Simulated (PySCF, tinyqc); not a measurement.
Worked calculation: MP2 on RHF in the sto-6g basis, frozen core, for CH2, spin multiplicity 1. The lowest restricted solution is unstable here: a spin-polarised one lies 0.0355 hartree lower (PySCF). One step of it, computed by the program tinyqc.

Problem. Second-order Moller-Plesset energy. E2 = sum_ijab (ia|jb) [2 (ia|jb) - (ib|ja)] / (e_i + e_j - e_a - e_b) over occupied i, j and virtual a, b; the opposite-spin part is (ia|jb)^2 / denominator, the rest is same-spin, and SCS-MP2 scales them by 6/5 and 1/3.

orbital energies (hartree): MO1 -11.143383, MO2 -0.808850, MO3 -0.513519, MO4 -0.291223, MO5 0.230701, MO6 0.584518, MO7 0.684526

Two-electron integrals over orbitals (pq|rs), unique and non-zero (hartree); the lowest 1 orbital is frozen and left out:
```
p,q,r,s,(pq|rs)
2,2,2,2,0.543045
3,2,3,2,0.143114
3,3,2,2,0.509432
3,3,3,3,0.519636
4,2,2,2,0.024159
4,2,3,3,0.020881
4,2,4,2,0.076389
4,3,3,2,0.023719
4,3,4,3,0.032908
4,4,2,2,0.498694
4,4,3,3,0.462697
4,4,4,2,-0.085617
4,4,4,4,0.664737
5,2,5,2,0.090121
5,3,5,3,0.019682
5,4,5,2,-0.039005
5,4,5,4,0.051222
5,5,2,2,0.543253
5,5,3,3,0.479474
5,5,4,2,-0.045765
5,5,4,4,0.581555
5,5,5,5,0.673218
6,2,2,2,0.083751
6,2,3,3,0.026591
6,2,4,2,-0.000139
6,2,4,4,0.076731
6,2,5,5,0.126212
6,2,6,2,0.098493
6,3,3,2,-0.069524
6,3,4,3,-0.029515
6,3,6,3,0.085069
6,4,2,2,0.034598
6,4,3,3,0.004556
6,4,4,2,-0.007625
6,4,4,4,0.059703
6,4,5,5,0.051456
6,4,6,2,0.049403
6,4,6,4,0.034758
6,5,5,2,0.055884
6,5,5,4,-0.013142
6,5,6,5,0.043613
6,6,2,2,0.531205
6,6,3,3,0.509209
6,6,4,2,0.055335
6,6,4,4,0.453217
6,6,5,5,0.499685
6,6,6,2,0.061262
6,6,6,4,0.021509
6,6,6,6,0.568145
7,2,3,2,0.000399
7,2,4,3,-0.031600
7,2,6,3,0.046859
7,2,7,2,0.054326
7,3,2,2,0.057522
7,3,3,3,0.027220
7,3,4,2,-0.057424
7,3,4,4,0.123513
7,3,5,5,0.127227
7,3,6,2,0.075577
7,3,6,4,0.042937
7,3,6,6,0.006134
7,3,7,3,0.118627
7,4,3,2,-0.070676
7,4,4,3,0.008222
7,4,6,3,0.039229
7,4,7,2,-0.009027
7,4,7,4,0.061583
7,5,5,3,0.018494
7,5,7,5,0.022354
7,6,3,2,0.112317
7,6,4,3,0.035316
7,6,6,3,-0.077868
7,6,7,2,-0.024816
7,6,7,4,-0.051864
7,6,7,6,0.113893
7,7,2,2,0.516841
7,7,3,3,0.518515
7,7,4,2,-0.012310
7,7,4,4,0.524167
7,7,5,5,0.526199
7,7,6,2,0.045280
7,7,6,4,0.015064
7,7,6,6,0.514474
7,7,7,3,0.066185
7,7,7,7,0.558822
```

Hartree-Fock energy = -38.73792609 hartree

Give: Terms; Pair energies; MP2 correlation energy; SCS-MP2 correlation energy; MP2 total energy.

Solution.

Terms:
```
i,j,a,b,(ia|jb),(ib|ja),denominator,term
3,3,7,7,0.119,0.119,-2.396,-0.006
2,2,5,5,0.090,0.090,-2.079,-3.91e-03
2,2,6,6,0.098,0.098,-2.787,-3.48e-03
3,3,6,6,0.085,0.085,-2.196,-3.30e-03
3,2,7,6,0.076,0.047,-2.591,-3.04e-03
2,3,6,7,0.076,0.047,-2.591,-3.04e-03
4,4,5,5,0.051,0.051,-1.044,-2.51e-03
4,4,7,7,0.062,0.062,-1.951,-1.94e-03
2,4,6,6,0.049,0.049,-2.269,-1.08e-03
4,2,6,6,0.049,0.049,-2.269,-1.08e-03
2,2,7,7,0.054,0.054,-2.987,-9.88e-04
2,4,5,5,-0.039,-0.039,-1.561,-9.74e-04
4,2,5,5,-0.039,-0.039,-1.561,-9.74e-04
4,3,6,7,0.043,0.039,-2.074,-9.66e-04
3,4,7,6,0.043,0.039,-2.074,-9.66e-04
4,4,6,6,0.035,0.035,-1.751,-6.90e-04
4,3,7,6,0.039,0.043,-2.074,-6.72e-04
3,4,6,7,0.039,0.043,-2.074,-6.72e-04
3,2,6,7,0.047,0.076,-2.591,-3.28e-04
2,3,7,6,0.047,0.076,-2.591,-3.28e-04
3,3,5,5,0.020,0.020,-1.488,-2.60e-04
2,4,7,7,-0.009,-0.009,-2.469,-3.30e-05
4,2,7,7,-0.009,-0.009,-2.469,-3.30e-05
```

Pair energies (hartree; pair i-j sums ij and ji):
```
pair,opposite spin,same spin
2-2,-0.008,0.000
3-2,-0.006,-6.36e-04
3-3,-0.009,0.000
4-2,-4.17e-03,0.000
4-3,-3.26e-03,-1.33e-05
4-4,-0.005,0.000
```

MP2 correlation energy = -0.03713 hartree

SCS-MP2 correlation energy = -0.04399 hartree

MP2 total energy = -38.77506 hartree
